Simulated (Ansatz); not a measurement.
**CHN (singlet): the correlation ladder at scale of all distances = 1.471, 6-31G**

How much of the correlation energy of CHN (singlet) does each wave-function method recover here?

Method: 6-31G, core rule «outside noble gas», up to 2 orbitals frozen; program: Ansatz 0.2.0, Gaussian basis.

Plan: UHF; CCSD(T) on RHF; CCSD(T) on UHF; BCCD(T) on RHF; CISD; CCSDT(Q) on RHF; CCSDT(Q) on UHF; CISDTQ; CCSDTQ on RHF; CASSCF and MRCISD+Q, 2 electrons in 2 orbitals; CASSCF and NEVPT2, 2 electrons in 2 orbitals; CASSCF and MRCISD+Q, 10 electrons in 9 orbitals; CASSCF and NEVPT2, 10 electrons in 9 orbitals; Full CI.

13 further runs of the same task are left out: 11 that didn't finish, 2 set aside as unsound or not needed.

**1. The system**

The geometry derives from a PBE0/def2-TZVP stationary point (not a proven minimum). All distances are scaled together.

3 atoms, charge 0, spin multiplicity 1.

Atoms are counted from 1 here; the program's logs count them from 0.

No contacts short enough for the rule that draws bonds.

**2. UHF**

The input, in.yaml:

```yaml
crystal:
  periodic: [false, false, false]
  atoms:
    - {symbol: N, position_ang: [0.000000, 0.000000, 0.081630]}
    - {symbol: C, position_ang: [0.000000, 0.000000, -1.629831]}
    - {symbol: H, position_ang: [0.000000, 0.000000, 1.548201]}
basis:
  gaussian: {orbitals: 6-31G}
magnetization: {spin_polarized: true, initial_magnetization: 0}
hamiltonian: {xc: hf}
output: {orbitals: {seedname: orbitals}}
```

On the command line:

```console
$ ansatz run in.yaml --threads 1 --pin off --events-out ev --progress --plain --max-ram 2393MiB
```

After this run come: CCSD(T) on RHF; CCSD(T) on UHF; BCCD(T) on RHF; CISD; CCSDT(Q) on RHF; CCSDT(Q) on UHF; CISDTQ; CCSDTQ on RHF; CASSCF and MRCISD+Q, 2 electrons in 2 orbitals; CASSCF and NEVPT2, 2 electrons in 2 orbitals; CASSCF and MRCISD+Q, 10 electrons in 9 orbitals; CASSCF and NEVPT2, 10 electrons in 9 orbitals; Full CI.

Before running them: what should the planned runs give, taken together? Wanted: FCI below the RHF energy; RMP2 from FCI; UMP2 from FCI; RCCSD from FCI; RCCSD(T) from FCI; UCCSD(T) from FCI; RCCSDT(Q) from FCI; UCCSDT(Q) from FCI; NEVPT2 valence from FCI.

The runs gave:

```
                         quantity                                                                     value
         FCI below the RHF energy                                                                -9.0718 eV
                    RMP2 from FCI                                                                 -35.0 meV
                    UMP2 from FCI                                                               +2907.0 meV
                   RCCSD from FCI                                                               +1008.1 meV
                RCCSD(T) from FCI                                                                 +26.2 meV
                UCCSD(T) from FCI                                                                +360.2 meV
               RCCSDT(Q) from FCI                                                                 +14.5 meV
               UCCSDT(Q) from FCI                                                                 +36.1 meV
          NEVPT2 valence from FCI                                                                +445.1 meV
        MRCISD+Q valence from FCI                                                                 +32.6 meV
levels within 1 kcal/mol (43 meV)  RMP2, RCCSD(T), BCCD(T), RCCSDT(Q), UCCSDT(Q), RCCSDTQ, MRCISD+Q valence
                    T1 diagnostic                                                                     0.059
   effectively unpaired electrons                                                                      0.74
```

What this shows: RCCSD(T) lands +26.2 meV from the yardstick (0.3 % of the correlation energy). CCSD(T) misses by +26.2 meV on the restricted determinant and by +360.2 meV on the unrestricted one; the two need not hold the same state or core. RMP2 falls below full CI, which methods that aren't variational can do. The occupations show some static correlation. Of the multireference levels listed MRCISD+Q valence comes nearest in total energy (+32.6 meV), which doesn't show that its space is the better one. Coupled cluster took another determinant than the lowest Hartree-Fock one. These misses are within one basis, not against nature.
